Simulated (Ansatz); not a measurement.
Input (CCSDT(Q)/aug-cc-pVDZ; Ansatz, an electronic-structure program):

Ansatz 0.2 input:
```yaml
crystal:
  periodic: [false, false, false]
  atoms:
    - {symbol: N, position_ang: [-1.12319503, 0.17225040, 0.04963958]}
    - {symbol: N, position_ang: [-0.07168734, -0.38274060, -0.13869766]}
    - {symbol: O, position_ang: [1.04552207, 0.18417893, 0.07792581]}
basis:
  gaussian:
    orbitals: aug-cc-pVDZ
magnetization: {spin_polarized: true, initial_magnetization: 2}
correlation: {method: ccsdt_q, electrons: outside_noble_gas}
```

Output:

```
Functional definition: HF
integrals: 0.11 GiB planned
1152 factors; integrals over basis functions are off by at most 1.1e-7 eV
mean field: 0.17 GiB planned
mean field evaluation 1: about -4994.7595 eV, gradient 1.8e1 eV
mean field evaluation 2: about -4994.7643 eV, gradient 1.8e1 eV
mean field evaluation 4: about -4997.0099 eV, gradient 4.0e0 eV
mean field evaluation 8: about -4997.4188 eV, gradient 4.2e-1 eV
mean field evaluation 16: about -4997.4963 eV, gradient 4.3e-2 eV
mean field evaluation 32: about -4997.4088 eV, gradient 3.6e-1 eV
mean field evaluation 64: about -4997.2721 eV, gradient 8.8e-1 eV
mean field evaluation 96: about -4997.3047 eV, gradient 4.9e-4 eV
mean field evaluation 128: about -4992.4380 eV, gradient 1.2e1 eV
mean field evaluation 160: about -4997.3047 eV, gradient 3.9e-3 eV
mean field evaluation 192: about -4994.0015 eV, gradient 3.1e-1 eV
mean field evaluation 224: about -4993.4004 eV, gradient 9.6e-3 eV
mean field evaluation 256: about -4994.0171 eV, gradient 5.1e-4 eV
mean field -4997.49628172 eV, -183.6546009286 hartree, gradient 3.8e-6 eV, S^2 2.197824; 7 other end points of the search recorded, 0 dependent functions left out
determinant -4997.49628172 eV, -183.6546009286 hartree, with singles and doubles -5010.58786142 eV, -184.1357076088 hartree
determinant -4997.30473259 eV, -183.6475616279 hartree, with singles and doubles -5009.98096984 eV, -184.1134047546 hartree
determinant -4994.20999330 eV, -183.5338320567 hartree, with singles and doubles -5006.90023615 eV, -184.0001898796 hartree
determinant -4994.01713769 eV, -183.5267447437 hartree, with singles and doubles -5006.96429102 eV, -184.0025438526 hartree
3 core orbitals not correlated
reference -4997.49628172 eV, -183.6546009286 hartree; 9, 7 occupied and 57, 59 virtual orbitals, 1152 factors
second order -11.95586301 eV of doubles, -0.00000000 eV of singles
coupled cluster: 3.62 GiB planned
cycle   1  -12.18122636 eV  change   -2.3e-1 eV  update   1.4e-1
cycle   2  -12.99944649 eV  change   -8.2e-1 eV  update   7.0e-2
cycle   3  -13.69682625 eV  change   -7.0e-1 eV  update   5.5e-2
cycle   4  -13.74532483 eV  change   -4.8e-2 eV  update   2.9e-2
cycle   5  -13.68937388 eV  change    5.6e-2 eV  update   1.9e-2
cycle   6  -13.74285139 eV  change   -5.3e-2 eV  update   7.4e-3
cycle   7  -13.75766158 eV  change   -1.5e-2 eV  update   5.0e-3
cycle   8  -13.75211931 eV  change    5.5e-3 eV  update   3.0e-3
cycle   9  -13.75290655 eV  change   -7.9e-4 eV  update   2.1e-3
cycle  10  -13.75744602 eV  change   -4.5e-3 eV  update   1.2e-3
cycle  11  -13.75589089 eV  change    1.6e-3 eV  update   8.1e-4
cycle  12  -13.75785524 eV  change   -2.0e-3 eV  update   5.0e-4
cycle  13  -13.75798442 eV  change   -1.3e-4 eV  update   3.3e-4
cycle  14  -13.75799078 eV  change   -6.4e-6 eV  update   2.1e-4
cycle  15  -13.75817537 eV  change   -1.8e-4 eV  update   1.3e-4
cycle  16  -13.75832968 eV  change   -1.5e-4 eV  update   7.9e-5
cycle  17  -13.75834051 eV  change   -1.1e-5 eV  update   4.8e-5
cycle  18  -13.75834721 eV  change   -6.7e-6 eV  update   3.0e-5
cycle  19  -13.75832571 eV  change    2.1e-5 eV  update   1.8e-5
cycle  20  -13.75830148 eV  change    2.4e-5 eV  update   1.2e-5
cycle  21  -13.75830517 eV  change   -3.7e-6 eV  update   8.0e-6
cycle  22  -13.75831026 eV  change   -5.1e-6 eV  update   5.0e-6
cycle  23  -13.75831211 eV  change   -1.8e-6 eV  update   3.5e-6
cycle  24  -13.75831500 eV  change   -2.9e-6 eV  update   2.3e-6
cycle  25  -13.75831456 eV  change    4.4e-7 eV  update   1.6e-6
cycle  26  -13.75831411 eV  change    4.6e-7 eV  update   1.1e-6
cycle  27  -13.75831487 eV  change   -7.6e-7 eV  update   8.1e-7
cycle  28  -13.75831517 eV  change   -3.0e-7 eV  update   5.9e-7
coupled cluster: 3.62 GiB planned
perturbative correction -0.07534533 eV, -0.0027688899 hartree
Total energy: -5011.32994223 eV, -184.1629785754 hartree
```

The determinant is spin-contaminated: <S^2> is 2.20, 0.20 over the pure value.

This triplet is an excited state, 3.3 eV above the singlet at CCSD(T)/cc-pV5Z (Ansatz).
